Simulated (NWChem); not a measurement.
# LiF; SMILES [Li][F]

```xyz
2

Li     0.0000     0.0000    -1.1463
F      0.0000     0.0000     0.3860
```
Atoms are numbered in this order, from 1.

STO-3G and 3-21G are far too small for this property and stand as cheap habits. Geometry: optimised at PBE0/def2-SVP.

Task: List the 4 lowest vertical singlet excitations from PBE/3-21G, TDA (NWChem).

Result: 
```
state  energy (eV)  oscillator strength  leading excitation (squared amplitude)
-----  -----------  -------------------  --------------------------------------
S1            3.50                0.042                      HOMO → LUMO (1.00)
S2            3.50                0.042                    HOMO−1 → LUMO (1.00)
S3            3.78                0.007                    HOMO−2 → LUMO (0.99)
S4            5.64                0.000                  HOMO−1 → LUMO+2 (0.50)
```
